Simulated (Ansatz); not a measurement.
System: rock-salt TiC. Method: PBE-D3(BJ) (Ansatz, an electronic-structure program, PAW).

Settings: plane-wave cutoff 520 eV, 16×16×16 k mesh, Fermi–Dirac smearing 0.1 eV, perturbation theory, no spin polarisation, scalar-relativistic PAW data made under PBE.

Cell (relaxed at this level):

```cif
data_C4Ti4
_chemical_formula_sum 'Ti4 C4'
_space_group_name_H-M_alt 'Fm-3m'
_space_group_IT_number 225
_space_group_name_Hall '-F 4 2 3'
_cell_length_a 4.29088
_cell_length_b 4.29088
_cell_length_c 4.29088
_cell_angle_alpha 90.000
_cell_angle_beta 90.000
_cell_angle_gamma 90.000
loop_
_atom_site_label
_atom_site_type_symbol
_atom_site_symmetry_multiplicity
_atom_site_Wyckoff_symbol
_atom_site_fract_x
_atom_site_fract_y
_atom_site_fract_z
_atom_site_occupancy
Ti1 Ti 4 a 0.00000 0.00000 0.00000 1
C1 C 4 b 0.50000 0.50000 0.50000 1
```
(The calculation used a cell of 2 atoms; values per cell refer to that cell.)

Estimate the zone-centre TO phonon frequency that the calculation returns.


* **zone-centre TO phonon frequency**: 543 cm⁻¹

Note: the dispersion coefficients are held fixed in the derivatives.

Computing time: roughly 11 core-minutes.
